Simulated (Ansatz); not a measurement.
A nudged elastic band was laid between two geometries of H$_{4}$O$_{2}$Si (7 atoms, charge 0, multiplicity 1).

Computed with RKS LDA/def2-mTZVP (Ansatz 0.2.0).

```
movable images  : 7
climbing image  : yes
spring          : 5.0 eV/Å²
optimiser       : quadratic models (default)
start path      : through a guess of the saddle point
force threshold : 0.05 eV/Å
iteration limit : 60
end points      : relaxed
```

Image 0:

```xyz
7
Properties=species:S:1:pos:R:3
Si 0.145 -0.024 0.218
H 0.082 0.006 1.718
O 1.715 -0.240 -0.239
H 2.289 -0.769 0.343
H -0.289 1.236 -0.436
O -0.897 -1.169 -0.348
H -0.964 -2.009 0.138
```

Image 8:

```xyz
7
Properties=species:S:1:pos:R:3
Si -0.619 0.277 0.271
H 1.435 -0.248 1.657
O 1.385 0.020 0.715
H 1.386 -0.830 0.194
H -0.119 1.047 -0.960
O -0.450 -1.270 -0.483
H -0.935 -1.965 0.001
```

(1) What changes between the two ends?

(2) What energy profile does the band end with?

(3) What is the geometry of the highest image?

(4) What are the harmonic wavenumbers there?

The band took 11 iterations and about 100 core-seconds.

Answers

(1) Bonds broken: Si1–H2. Bonds formed: H2–O3.

(2) The forces met the threshold. The highest image is number 5 of 0 to 8, 2.96 eV above the first end and 0.77 eV above the last; the last end lies 2.20 eV above the first. A vibrational analysis at the climbing image gives one clearly imaginary mode, 1297i cm⁻¹: a first-order saddle point. The orbitals stay closed-shell, which can raise the energy where a bond breaks towards radicals; this wasn't checked here.

```tsv
image	path coordinate (Å)	energy (eV)	Si1–H2 (Å)	H2–O3 (Å)
0	0.00	0.00	1.50	2.56
1	0.31	0.05	1.50	2.48
2	0.62	0.39	1.50	2.24
3	0.93	1.21	1.51	1.93
4	1.24	2.36	1.55	1.60
5	1.55	2.96	1.66	1.27
6	1.94	2.49	2.03	1.01
7	2.34	2.26	2.38	0.98
8	2.73	2.20	2.53	0.98
```

(3) 
```xyz
7
Properties=species:S:1:pos:R:3
Si -0.254 0.120 0.342
H 0.934 -0.020 1.497
O 1.636 -0.037 0.435
H 1.887 -0.975 0.264
H -0.403 1.186 -0.717
O -0.728 -1.245 -0.494
H -0.990 -1.997 0.069
```

(4) 1297i, 189, 316, 399, 509, 725, 735, 743, 852, 934, 1097, 1777, 2080, 3603, 3743 cm⁻¹.

Run time: 98 s on 1 thread of Arm Neoverse V1, with other jobs on the host, peak memory 0.13 GiB.
